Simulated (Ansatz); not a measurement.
Al(NH3)H3 (AlNH₆). Charge 0, multiplicity 3. Geometry r2SCAN-D4/def2-TZVP, that of the neutral singlet; atoms count from 1.

Cartesian coordinates in Å:
```
Al -0.8857 -0.2797 -0.5304
N 0.8188 0.2585 0.4903
H 1.3475 -0.5592 0.7811
H 0.5945 0.7932 1.3248
H 1.4287 0.8303 -0.0874
H -1.4803 1.1772 -0.8302
H -1.6052 -1.1504 0.6055
H -0.2184 -1.0700 -1.7536
```

At PBE0-D4/def2-TZVP a singlet of charge 0 lies 5.95 eV below the triplet at the same geometry.

Estimate the Mulliken populations from the PBE0/def2-TZVP orbitals of Ansatz.


```tsv
atom	charge (e)	spin (α − β)
Al1	-0.34	1.08
N2	-0.21	-0.30
H3	0.17	0.14
H4	0.16	0.15
H5	0.16	0.15
H6	0.14	0.50
H7	-0.03	0.15
H8	-0.03	0.15
```
Mulliken values and Mayer orders depend strongly on the basis.

Where does the spin sit?

Summed by element: Al 1.08, N -0.30, H 1.22, of 2 unpaired in all. Largest on single atoms: Al1 1.08, H6 0.50, N2 -0.30.
